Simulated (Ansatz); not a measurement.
Multireference treatment of NH₃, singlet

Program: Ansatz, Gaussian basis, development build. Basis cc-pVDZ, nonrelativistic, 1 orbital frozen in the corrections. State-specific CASSCF; RHF is the lowest restricted (open-shell) Hartree–Fock solution met. No symmetry is imposed, so a solution can break that of the shape. Lower solutions, or ones in other orbitals, may exist.

Geometry:

```xyz
4

N     0.0000    0.0000    0.1216
H     0.9358    0.0000   -0.2837
H    -0.4679    0.8105   -0.2837
H    -0.4679   -0.8105   -0.2837
```

Question: What do CASSCF and its corrections give against RHF in CAS(8,7), and what are the occupations?

Answer: CASSCF -2.031 eV, SC-NEVPT2 -4.899 eV; occupations 2.00, 1.98, 1.98, 1.98, 0.02, 0.02, 0.02.
